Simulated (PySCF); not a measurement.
CHN, SMILES C#N.

Geometry: ωB97X-D3(BJ)/def2-TZVPD.

Two levels are set side by side: TDDFT-PBE/def2-TZVPD (PySCF) and EOM-CCSD/aug-cc-pVDZ (PySCF). Vertical, same geometry; the bases differ. Differences are taken from unrounded values.

```csv
quantity,TDDFT-PBE
lowest singlet excitation (eV),8.09
lowest triplet excitation (TDA for PBE) (eV),6.52
```

Task: These are the TDDFT-PBE values. What does EOM-CCSD give? (Estimate from the structure and the level; the computed values follow.)

Result: 
| quantity | EOM-CCSD | TDDFT-PBE minus EOM-CCSD |
|---|---|---|
| lowest singlet excitation (eV) | 8.60 | -0.51 |
| lowest triplet excitation (TDA for PBE) (eV) | 6.51 | 0.01 |

A lower first singlet is the usual sign of a functional without exact exchange. Differences between two approximate levels are no errors against the true value.

Rough cost on one machine, each run with all the roots and properties that it gave: EOM-CCSD against TDDFT-PBE about 4 times.
